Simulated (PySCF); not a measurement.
Basis-set dependence of population analyses: `C=CC=C(F)F`

Species: C₄H₄F₂.
Atom-mapped SMILES: `[CH2:1]=[CH:2][CH:3]=[C:4]([F:5])[F:6]` (hydrogens: H7, H8 on C1; H9 on C2; H10 on C3)

Structure used (PBE0-D3(BJ)/def2-SVP), in Å, numbered top down from 1:
```
atom  x, y, z in Å
C1     1.8594   -0.3130    0.1185
C2     0.6111   -0.2480   -0.3648
C3    -0.5274    0.2402    0.3893
C4    -1.7684    0.3014   -0.0980
F5    -2.1200   -0.0723   -1.3039
F6    -2.8072    0.7427    0.5654
H7     2.6853   -0.6861   -0.4907
H8     2.0943    0.0048    1.1387
H9     0.4155   -0.5762   -1.3912
H10   -0.3937    0.5850    1.4165
```

PBE0 throughout (PySCF), one geometry, spherical d and f functions. Geometry: PBE0-D3(BJ)/def2-SVP, one conformer, isolated molecule. The first 7 of 10 kinds of atom are listed.

Mulliken charges (e):

```csv
basis,functions,C1,C2,C3,C4,F5,F6,H7
STO-3G,34,-0.176,-0.086,-0.156,+0.214,-0.061,-0.060,+0.078
6-31G,62,-0.371,-0.109,-0.220,+0.540,-0.273,-0.276,+0.167
pcSseg-0,62,-0.410,-0.245,-0.356,+0.702,-0.320,-0.319,+0.229
6-31G*,92,-0.412,-0.100,-0.307,+0.636,-0.266,-0.270,+0.176
cc-pVDZ,104,-0.032,-0.060,-0.122,+0.322,-0.122,-0.125,+0.047
def2-SVP,104,-0.086,-0.043,-0.165,+0.403,-0.156,-0.154,+0.057
aug-cc-pVDZ,174,+0.252,+1.226,+0.780,+0.807,-0.488,-0.479,-0.415
"6-311+G(2d,p)",186,-0.465,+0.135,+0.115,+0.347,-0.314,-0.297,+0.127
def2-TZVP,210,-0.290,-0.092,-0.229,+0.378,-0.147,-0.147,+0.135
cc-pVTZ,236,-0.284,-0.076,-0.255,+0.353,-0.115,-0.119,+0.122
IGLO-III,250,-0.241,-0.064,-0.156,+0.467,-0.206,-0.205,+0.116
```

IAO charges (e):

```
        basis  functions      C1      C2      C3      C4      F5      F6      H7
       STO-3G         34  -0.274  -0.148  -0.260  +0.298  -0.079  -0.077  +0.132
        6-31G         62  -0.314  -0.137  -0.248  +0.496  -0.223  -0.219  +0.159
     pcSseg-0         62  -0.300  -0.140  -0.259  +0.500  -0.215  -0.211  +0.153
       6-31G*         92  -0.311  -0.130  -0.265  +0.558  -0.234  -0.230  +0.151
      cc-pVDZ        104  -0.316  -0.131  -0.268  +0.557  -0.232  -0.229  +0.153
     def2-SVP        104  -0.304  -0.130  -0.263  +0.554  -0.233  -0.229  +0.149
  aug-cc-pVDZ        174  -0.327  -0.135  -0.265  +0.564  -0.241  -0.239  +0.159
6-311+G(2d,p)        186  -0.326  -0.135  -0.264  +0.564  -0.242  -0.240  +0.159
    def2-TZVP        210  -0.326  -0.134  -0.268  +0.572  -0.243  -0.240  +0.158
      cc-pVTZ        236  -0.327  -0.134  -0.269  +0.571  -0.241  -0.238  +0.158
     IGLO-III        250  -0.328  -0.136  -0.266  +0.568  -0.243  -0.240  +0.160
```

Hirshfeld charges (e):

| basis | functions | C1 | C2 | C3 | C4 | F5 | F6 | H7 |
| --- | --- | --- | --- | --- | --- | --- | --- | --- |
| STO-3G | 34 | -0.076 | -0.029 | -0.104 | +0.140 | -0.016 | -0.015 | +0.024 |
| 6-31G | 62 | -0.097 | -0.046 | -0.090 | +0.164 | -0.066 | -0.070 | +0.050 |
| pcSseg-0 | 62 | -0.093 | -0.046 | -0.097 | +0.168 | -0.057 | -0.060 | +0.048 |
| 6-31G* | 92 | -0.104 | -0.048 | -0.099 | +0.166 | -0.054 | -0.058 | +0.048 |
| cc-pVDZ | 104 | -0.102 | -0.049 | -0.104 | +0.161 | -0.046 | -0.050 | +0.047 |
| def2-SVP | 104 | -0.102 | -0.050 | -0.103 | +0.172 | -0.052 | -0.057 | +0.048 |
| aug-cc-pVDZ | 174 | -0.106 | -0.054 | -0.103 | +0.172 | -0.058 | -0.064 | +0.051 |
| 6-311+G(2d,p) | 186 | -0.102 | -0.055 | -0.102 | +0.172 | -0.060 | -0.066 | +0.050 |
| def2-TZVP | 210 | -0.105 | -0.054 | -0.102 | +0.172 | -0.057 | -0.062 | +0.050 |
| cc-pVTZ | 236 | -0.106 | -0.052 | -0.103 | +0.171 | -0.054 | -0.059 | +0.049 |
| IGLO-III | 250 | -0.106 | -0.054 | -0.102 | +0.173 | -0.059 | -0.064 | +0.050 |

ESP-fitted charges (e):

| basis | functions | C1 | C2 | C3 | C4 | F5 | F6 | H7 |
| --- | --- | --- | --- | --- | --- | --- | --- | --- |
| STO-3G | 34 | -0.346 | +0.089 | -0.432 | +0.395 | -0.073 | -0.086 | +0.114 |
| 6-31G | 62 | -0.495 | +0.091 | -0.553 | +0.632 | -0.207 | -0.226 | +0.188 |
| pcSseg-0 | 62 | -0.532 | +0.120 | -0.647 | +0.690 | -0.209 | -0.231 | +0.198 |
| 6-31G* | 92 | -0.509 | +0.060 | -0.444 | +0.406 | -0.115 | -0.131 | +0.190 |
| cc-pVDZ | 104 | -0.482 | +0.070 | -0.470 | +0.436 | -0.122 | -0.139 | +0.179 |
| def2-SVP | 104 | -0.478 | +0.079 | -0.488 | +0.485 | -0.141 | -0.160 | +0.177 |
| aug-cc-pVDZ | 174 | -0.536 | +0.081 | -0.463 | +0.458 | -0.140 | -0.161 | +0.197 |
| 6-311+G(2d,p) | 186 | -0.558 | +0.079 | -0.460 | +0.445 | -0.138 | -0.157 | +0.206 |
| def2-TZVP | 210 | -0.558 | +0.092 | -0.465 | +0.443 | -0.133 | -0.152 | +0.203 |
| cc-pVTZ | 236 | -0.534 | +0.082 | -0.453 | +0.425 | -0.125 | -0.143 | +0.196 |
| IGLO-III | 250 | -0.551 | +0.084 | -0.439 | +0.430 | -0.133 | -0.152 | +0.201 |

Question: Which scheme is steadiest as the basis changes?

Answer: Largest range over the bases for any column: Hirshfeld 0.05 e, IAO 0.27 e, ESP-fitted 0.30 e, Mulliken 1.47 e. Hirshfeld charges move least and Mulliken charges most, counted in e. Without the minimal STO-3G basis the ranges are Hirshfeld 0.02, IAO 0.08, ESP-fitted 0.28, Mulliken 1.47 e.

Question: How much do the charges still move between the two largest bases, cc-pVTZ and IGLO-III?

Answer: At most, over all atoms: Mulliken 0.114 e, IAO 0.003 e, Hirshfeld 0.005 e, ESP-fitted 0.017 e.

Question: What do the same runs give for the total energy, the frontier levels and the dipole moment?

Answer: 
```csv
basis,energy (Eh),HOMO (eV),LUMO (eV),μ (D)
STO-3G,-349.3445,-3.86,2.48,0.59
6-31G,-353.9988,-6.60,-0.59,1.40
pcSseg-0,-353.2846,-6.85,-0.80,1.24
6-31G*,-354.0822,-6.35,-0.31,0.68
cc-pVDZ,-354.1128,-6.52,-0.51,0.68
def2-SVP,-353.8280,-6.63,-0.62,0.80
aug-cc-pVDZ,-354.1368,-6.73,-0.82,0.96
"6-311+G(2d,p)",-354.2024,-6.76,-0.84,1.00
def2-TZVP,-354.2380,-6.71,-0.75,0.86
cc-pVTZ,-354.2225,-6.66,-0.69,0.80
IGLO-III,-354.2431,-6.74,-0.82,0.93
```

The dipole is fixed by the density alone, so its range of 0.81 D shows that the density itself changes with the basis, not only its division among atoms.
